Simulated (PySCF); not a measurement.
An EPR property job and its printed output. Input:

```
{"job": {"kind": "epr"}, "charge": 0, "multiplicity": 2}
C     -0.972370     1.018178     0.695117
C     -0.366626    -0.086526    -0.096481
C     -1.163641    -0.714018    -1.185219
C      1.124049    -0.206336    -0.151136
N      1.747643     0.003311     1.141982
H     -1.972172     0.748578     1.074673
H     -1.111129     1.929390     0.074462
H     -0.323743     1.292509     1.538937
H     -2.211081    -0.875109    -0.882095
H     -0.742437    -1.681801    -1.502476
H     -1.199433    -0.071883    -2.091791
H      1.379840    -1.175391    -0.633689
H      1.526408     0.571565    -0.838989
H      1.517053    -0.764744     1.769465
H      2.760479     0.022983     1.055517
```

Theory: PySCF 2.14.0, UKS B3LYP, IGLO-III on C N, pcH-1 on H, non-relativistic, mean-field spin-orbit, GIAO. Geometry: PBE0-D3(BJ)/def2-SVP, one conformer, isolated molecule.

Output of the driver script. The program numbers atoms from 0.

```
UKS, coarse grid
  cycle   1  E = -213.16350168  |g| = 3.62e-01
  cycle   2  E = -213.11873936  |g| = 4.82e-01
  cycle   3  E = -213.23018407  |g| = 4.64e-02
  cycle   4  E = -213.23081907  |g| = 2.79e-02
  cycle   5  E = -213.23116273  |g| = 4.93e-03
  cycle   6  E = -213.23117594  |g| = 2.30e-03
  cycle   7  E = -213.23117888  |g| = 9.78e-04
UKS, final grid
  cycle   1  E = -213.23114736  |g| = 1.23e-03
  cycle   2  E = -213.23114675  |g| = 1.69e-03
  cycle   3  E = -213.23114808  |g| = 1.06e-04
  cycle   4  E = -213.23114808  |g| = 5.46e-05
  cycle   5  E = -213.23114809  |g| = 1.90e-05
E = -213.23114809 Eh   <S^2> = 0.7541 (exact 0.7500)
g shifts (ppm)      1          2          3
  rmc          -135       -135       -135
  gc              4         40         34
  oz_so           8        537        685
  total        -123        442        584
hyperfine (MHz)  atom isotope    a_iso     a_fc   dipolar eigenvalues
    0   13C     -23.35     -23.35     -1.84     -1.32      3.16
    1   13C     116.97     116.97    -75.62    -75.52    151.13
    2   13C     -28.38     -28.38     -1.64     -1.41      3.06
    3   13C     -29.37     -29.37     -2.21     -1.43      3.64
    4   14N      10.87      10.87     -0.73     -0.52      1.25
    5    1H      48.53      48.53     -4.67     -4.22      8.90
    6    1H     135.74     135.74     -4.17     -2.98      7.14
    7    1H      16.12      16.12     -4.88     -3.93      8.81
    8    1H      38.11      38.11     -4.72     -3.95      8.68
    9    1H      25.50      25.50     -4.73     -3.87      8.61
   10    1H     135.25     135.25     -4.04     -3.13      7.17
   11    1H      27.30      27.30     -5.57     -3.95      9.52
   12    1H     123.27     123.27     -4.85     -2.76      7.61
   13    1H      -1.05      -1.05     -4.25     -2.55      6.80
   14    1H      -0.23      -0.23     -2.31     -1.50      3.81
```

|g| in the SCF lines is the orbital gradient. In the g block, columns 1 to 3 are the principal axes in rising order; rmc is the relativistic mass correction, gc the gauge correction and oz_so the orbital-Zeeman/spin–orbit term. a_fc is the Fermi-contact part of a_iso, here all of it, since this run has no spin–orbit term in the hyperfine coupling.

(1) What does the output say about convergence, stability and spin contamination?

(2) What are the principal g values and g_iso?

(3) Which couplings shape the isotropic spectrum at natural abundance (0.05 mT or more)? Keep the log's numbering.

(4) What are the principal values of the full tensor of atom 11 (1H)?

## Answers

(1) The SCF converged after 12 cycles in all, 7 of them on the coarse grid; no stability test was run. The unrestricted determinant has ⟨S²⟩ = 0.7541 (exact 0.7500), so spin contamination is small.

(2) Adding the total shifts to 2.002319 gives 2.00220, 2.00276, 2.00290; their mean shift is 301 ppm, so g_iso = 2.00262.

(3) atoms 11, 12 (1H, I = 1/2): mean 75.3 MHz = 2.69 mT in magnitude, a 1:2:1 triplet; atoms 5, 6, 7, 8, 9, 10 (1H, I = 1/2): mean 66.5 MHz = 2.37 mT in magnitude, a 1:6:15:20:15:6:1 septet; atom 4 (14N, I = 1): 10.9 MHz = 0.39 mT in magnitude, a 1:1:1 triplet. Together 63 lines to first order. Means are taken over nuclei equivalent by connectivity, which assumes that they swap fast. The six 1H nuclei of mean +66.5 MHz run from 16.1 to 135.7 MHz in the frozen geometry. The 1H value of +75.3 MHz is a mean of couplings from 27.3 to 123.3 MHz in this one geometry, not an average over conformers.

(4) a_iso plus each dipolar eigenvalue: 21.73, 23.36, 36.82 MHz.

The species is `C[C](C)CN` [radical]. The run used 275 basis functions and 5 iterations of the response equations. 

Time: 84 s of wall time. Hardware: one thread, Arm Neoverse N1, shared host.

Conformer computed: `[CH3:1][C:2]([CH3:3])[CH2:4][NH2:5]`: C1–C2–C4–N5 43°, H–N5–C4–C2 68°, H–N5–C4–C2 -173°.
Labels such as C1 count atoms from 1, the log's own numbers from 0.
